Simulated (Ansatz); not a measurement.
Mulliken charges of C3HFO, SMILES `O=CC#CF` from PBE/def2-TZVPP in Ansatz (PBE0-D4/def2-TZVP geometry).

```csv
atom,x (Å),y (Å),z (Å),charge (e)
O1,0.451,-1.591,1.275,-0.201
C2,-0.002,-0.507,1.022,0.043
C3,0.025,0.092,-0.290,-0.175
C4,0.021,0.635,-1.358,0.325
F5,0.028,1.189,-2.493,-0.065
H6,-0.481,0.118,1.798,0.072
```

**Question.** By hand: the dipole of these point charges (1 e Å = 4.8032 D).

**Answer.** Σ q r = (-0.125, 0.419, -0.311) e Å, of length 0.537 e Å = 2.58 D.

**Question.** How does the dipole of the full density compare? (Best estimate.)

**Answer.** The calculation gave: (-0.172, 0.478, -0.228) e Å, 2.67 D; the point charges give 0.97 times that, at 12° from its direction.

Point charges leave out the atoms' own dipoles, such as those of lone pairs, and Mulliken's split depends on the basis, so the close match here is no proof of good charges.
